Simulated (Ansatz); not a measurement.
# One shape, several levels: AlNH2F (SMILES [NH2][Al][F])

Wanted: a comparison of 6 runs (UHF/STO-3G, UB3LYP/STO-3G, UHSE06/STO-3G, USVWN5/STO-3G, UCCSDT(Q)/STO-3G, UCCSD(T)/STO-3G) of AlNH2F. 

Program for the calculation: Ansatz 0.2.0.

62 further runs of the same task are left out: 3 that didn't finish, 59 set aside as unsound or not needed.

**1. The molecule**

AlNH2F: 5 atoms, total charge 0, spin state doublet. As SMILES, `[NH2][Al][F]`. The H5–N1 distance was set to 2.522 Å, away from the relaxed value. At this shape a bond of the SMILES string is far longer than usual.

Bond lengths: N1–Al2 1.765 Å, Al2–F3 1.658 Å, N1–H4 1.007 Å. Angles: N1–Al2–F3 117.4°, Al2–N1–H4 124.8°.

**2. A single-point energy at UHF/STO-3G (run 1)**

Input file job.yaml:

```yaml
basis:
  gaussian: {orbitals: STO-3G}
crystal:
  periodic: [false, false, false]
  atoms:
    - {symbol: N, position_ang: [-0.029202, 1.114596, 1.072092]}
    - {symbol: Al, position_ang: [0.987498, 0.332796, 2.285392]}
    - {symbol: F, position_ang: [1.584198, -1.171204, 1.925892]}
    - {symbol: H, position_ang: [-0.448802, 2.023896, 1.173192]}
    - {symbol: H, position_ang: [-0.621700, 0.088600, -1.154400]}
magnetization: {spin_polarized: true, initial_magnetization: 1}
hamiltonian: {xc: hf}
accuracy: high
```

Launch:

```sh
$ ansatz run job.yaml --threads 1 --pin off --max-ram 2610MiB --events-out events.jsonl --progress --plain --runs-dir runs
```

The program printed:

```text
Warning: RAYON_NUM_THREADS=1 ignored (pool sized by the plan → 1); use --threads N
Functional definition: HF
  name "HF"
  exchange = exact_x
  correlation = 0
376 factors; integrals over basis functions are off by at most 2.1e-8 eV
mean field evaluation 1: about -10653.6822 eV, gradient 2.5e1 eV
mean field evaluation 2: about -10653.7200 eV, gradient 2.5e1 eV
mean field evaluation 4: about -10659.7610 eV, gradient 2.7e0 eV
mean field evaluation 8: about -10659.9189 eV, gradient 5.4e-1 eV
mean field evaluation 16: about -10661.1027 eV, gradient 2.8e-2 eV
mean field evaluation 32: about -10661.1034 eV, gradient 3.3e-8 eV
mean field evaluation 64: about -10660.8960 eV, gradient 8.6e-1 eV
mean field evaluation 96: about -10654.3026 eV, gradient 1.8e1 eV
mean field evaluation 128: about -10660.6537 eV, gradient 4.9e0 eV
mean field evaluation 160: about -10657.0829 eV, gradient 6.1e0 eV
mean field evaluation 192: about -10659.9042 eV, gradient 8.1e-5 eV
mean field -10661.22764207 eV, -391.7928894066 hartree, gradient 1.5e-8 eV, S^2 1.765425; 6 other end points of the search recorded, 0 dependent functions left out
reference -10661.22764207 eV, -391.7928894066 hartree; 16, 15 occupied and 5, 6 virtual orbitals, 376 factors
Total energy: -10661.22764207 eV, -391.7928894066 hartree
```

It took 0.52 s on 1 thread of Arm Neoverse V1, shared host.

**3. The energy at UB3LYP/STO-3G (run 2)**

Input file molecule.yaml:

```yaml
crystal:
  periodic: [false, false, false]
  atoms:
    - {symbol: "N", position_ang: [-0.029202, 1.114596, 1.072092]}
    - {symbol: Al, position_ang: [0.987498, 0.332796, 2.285392]}
    - {symbol: F, position_ang: [1.584198, -1.171204, 1.925892]}
    - {symbol: H, position_ang: [-0.448802, 2.023896, 1.173192]}
    - {symbol: H, position_ang: [-0.621700, 0.088600, -1.154400]}
basis:
  gaussian: {orbitals: STO-3G}
magnetization: {spin_polarized: true, initial_magnetization: 1}
hamiltonian: {xc: {name: B3LYP}}
accuracy: high
```

Launch:

```sh
$ ansatz run molecule.yaml --threads 1 --pin off --max-ram 2610MiB --events-out events.jsonl --progress --plain --runs-dir runs
```

The program printed:

```text
Warning: RAYON_NUM_THREADS=1 ignored (pool sized by the plan → 1); use --threads N
Functional definition: B3LYP
  name "B3LYP"
  parameter a0 = 0.2
  parameter ax = 0.72
  parameter ac = 0.81
  exchange = (1 - a0 - ax)*slater_x + ax*b88_x + a0*exact_x
  correlation = (1 - ac)*vwn_rpa_c + ac*lyp_c
376 factors; integrals over basis functions are off by at most 2.1e-8 eV
mean field evaluation 1: about -10681.7719 eV, gradient 3.2e1 eV
mean field evaluation 2: about -10602.1950 eV, gradient 9.4e1 eV
mean field evaluation 4: about -10691.6694 eV, gradient 5.6e0 eV
mean field evaluation 8: about -10691.8876 eV, gradient 2.3e-1 eV
mean field evaluation 16: about -10691.9307 eV, gradient 3.1e-2 eV
mean field evaluation 32: about -10691.8563 eV, gradient 1.5e-1 eV
mean field -10691.93086057 eV, -392.9212118749 hartree, gradient 1.8e-8 eV, S^2 0.941432; 4 other end points of the search recorded, 0 dependent functions left out
reference -10691.93088904 eV, -392.9212129211 hartree; 16, 15 occupied and 5, 6 virtual orbitals, 376 factors
Total energy: -10691.93088904 eV, -392.9212129211 hartree
```

Run time: 3.3 s. Hardware: 1 thread of Arm Neoverse V1, shared host; peak memory 0.13 GiB.

Runs 3 to 5 aren't shown in full; the table further down has their settings and results.

**4. The energy at UCCSD(T)/STO-3G (run 6)**

Edit molecule.yaml of step 3 so:

```diff
@@ -3,3 +3,3 @@
   atoms:
-    - {symbol: "N", position_ang: [-0.029202, 1.114596, 1.072092]}
+    - {symbol: N, position_ang: [-0.029202, 1.114596, 1.072092]}
     - {symbol: Al, position_ang: [0.987498, 0.332796, 2.285392]}
@@ -11,3 +11,4 @@
 magnetization: {spin_polarized: true, initial_magnetization: 1}
-hamiltonian: {xc: {name: B3LYP}}
+correlation: {method: ccsd_t, frozen_orbitals: {Al: 5, F: 1, H: 0, "N": 1}}
 accuracy: high
+scf: {omitted_lower_state_checks: [cluster_reference, increment]}
```

Launch:

```sh
$ ansatz run molecule.yaml --threads 1 --pin off --max-ram 2610MiB --events-out events.jsonl --progress --plain --runs-dir runs
```

The program printed:

```text
Warning: RAYON_NUM_THREADS=1 ignored (pool sized by the plan → 1); use --threads N
[... 17 lines left out ...]
7 core orbitals not correlated: weight in the atoms' cores, before any rotation towards them, 1.000 or more for the frozen orbitals, at most 0.000 for the correlated occupied ones
[... 55 lines left out ...]
Total energy: -10663.47440850 eV, -391.8754565497 hartree
Checks for a lower state left out: cluster_reference, increment
```

Wall time 0.95 s (1 thread of Arm Neoverse V1, shared host).

**5. All runs side by side**

```csv
run,level,frozen core orbitals,energy (Eh),⟨S²⟩,wall time
1,UHF/STO-3G,–,-391.792889,1.765,0.52 s
2,UB3LYP/STO-3G,–,-392.921213,0.941,3.3 s
3,UHSE06/STO-3G,–,-392.661131,1.043,9 s
4,USVWN5/STO-3G,–,-390.724132,0.761,1.8 s
5,UCCSDT(Q)/STO-3G,7,-391.876604,1.765,7.2 s
6,UCCSD(T)/STO-3G,7,-391.875457,1.765,0.95 s
```

**6. Summary of results**

```
                                          quantity          value
                               run 6: total energy  -391.87546 Eh
run 6: correlation energy (7 core orbitals frozen)      -82.6 mEh
                             run 6: (T) correction      -4.75 mEh
          run 6: ⟨S²⟩ of the reference determinant          1.765
                              run 6: T1 diagnostic          0.020
```

Below the UHF energy at the same shape and in the same basis (STO-3G): UCCSDT(Q) -83.7 mEh; UCCSD(T) -82.6 mEh. Totals of different functionals can't be ranked against each other. In runs 1, 2, 3, 4, 5, 6 the basis is minimal, so the values are rough. Spin contamination of the reference: run 1 ⟨S²⟩ = 1.77, run 5 ⟨S²⟩ = 1.77, run 6 ⟨S²⟩ = 1.77, run 3 ⟨S²⟩ = 1.04, run 2 ⟨S²⟩ = 0.94. Where it is this large, the reference is a mixture of spin states, and values that rest on it are in doubt. All runs together took 23 s, the longest 9 s.
